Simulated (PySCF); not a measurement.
Question: Write Cartesian coordinates for `C(=C=C=CCl)[O-]` as optimised with PBE0-D3(BJ)/def2-TZVP. (Charge -1.)

Answer: 
```
atom  x, y, z in Å
O1    -2.9387   -0.5151    0.5498
C2    -2.0250   -0.0539   -0.1552
C3    -0.6652   -0.0648    0.0530
C4     0.5818   -0.0397    0.1552
C5     1.9021   -0.0299    0.2965
Cl6    2.9662    0.7096   -0.9088
H7    -2.2884    0.4582   -1.1135
H8     2.4545   -0.4576    1.1181
```

Any rigid rotation of these coordinates is as good. Atoms count from 1 in this order. The C–C distances run from 1.251 Å (C3=C4, drawn double) to 1.376 Å (C2=C3, drawn double in one of several resonance forms), a spread of 0.125 Å. The 6 heavy atoms lie in one plane (0.004 Å rms). C2 (outer carbon of cumulated double bonds) is planar (angles 129.6°, 118.9° and 111.5°, sum 360.0°, 0.00 Å off the plane of its three neighbours). C5 (outer carbon of cumulated double bonds) is planar (angles 126.0°, 121.9° and 112.1°, sum 360.0°, 0.00 Å off the plane of its three neighbours).

Bonds between heavy atoms (Å): O1–C2 1.243, C2=C3 1.376, C3=C4 1.251, C4=C5 1.328, C5–Cl6 1.770.

Method used: PBE0-D3(BJ)/def2-TZVP geometry optimisation, gas phase (PySCF).

Point group: Cs (every atom within 0.08 Å of its image). PBE0-D3(BJ)/def2-TZVP frequencies: not computed here. Isolated species at its PBE0-D3(BJ)/def2-TZVP geometry, gas phase.
